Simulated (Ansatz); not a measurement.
## Worked example: basis-set limit for AlCl (aluminium monochloride)

AlCl: 2 atoms, total charge 0, spin state singlet. SMILES: `[Al][Cl]`. Geometry: the measured bond length.

```xyz
2

Al    0.0000    0.0000    0.0000
Cl    0.0000    0.0000    2.1301
```

MP2 energies, 10 core orbitals frozen (Ansatz 0.2.0):

```
      basis  X  functions  Hartree–Fock (Eh)  correlation (Eh)
aug-cc-pVDZ  2         54        -701.488413         -0.191869
aug-cc-pVTZ  3        100        -701.511130         -0.246176
aug-cc-pVQZ  4        168        -701.516370         -0.267081
```

The correlation energy converges as X⁻³, the Hartree–Fock energy about exponentially.

Q: Estimate the basis-set limit from the two largest sets.

A: 
1. Correlation: E(∞) = (4³ E(4) − 3³ E(3))/(4³ − 3³) = (64 × (-0.267081) − 27 × (-0.246176))/37 = -0.282336 Eh.
2. Hartree–Fock: successive steps shrink by 0.231; summing the geometric tail gives -701.516370 + (-0.005240) × 0.231/(1 − 0.231) = -701.517941 Eh.
3. Total: -701.517941 + (-0.282336) = -701.800277 Eh.
4. aug-cc-pVQZ holds 94.6 % of the extrapolated correlation energy, aug-cc-pVTZ 87.2 %.

This is an estimate of the method's limit, not an exact energy.
